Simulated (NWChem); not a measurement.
A series in which one site is exchanged, each optimised at PBE0/def2-SVP with NWChem, gas phase unless a solvent is named. For some, no frequency run checked for a minimum. def2 effective core potentials on Sn, Hf; no spin-orbit coupling.

A: [HfH4] (HfH$_{4}$; site = Hf)
B: [SiH4] (SiH₄; site = Si)
C: [SnH4] (SnH₄; site = Sn)
D: C (CH₄; site = C)

Values for A:

orbital gap (eV), PBE0/def2-SVP: 6.34
static polarisability, PBE0/def2-SVPD (bohr³): 50.7
lowest singlet excitation, PBE0/def2-SVPD, TDA (eV): 4.36

**Question.** How do these values change for the other members?

**Answer.** 
```json
[
 {"change from A": "orbital gap (eV), PBE0/def2-SVP", "B": "+4.97", "C": "+3.77", "D": "+6.88"},
 {"change from A": "static polarisability, PBE0/def2-SVPD (bohr³)", "B": "-18.8", "C": "-5.8", "D": "-34.0"},
 {"change from A": "lowest singlet excitation, PBE0/def2-SVPD, TDA (eV)", "B": "+4.81", "C": "+3.64", "D": "+6.16"}
]
```
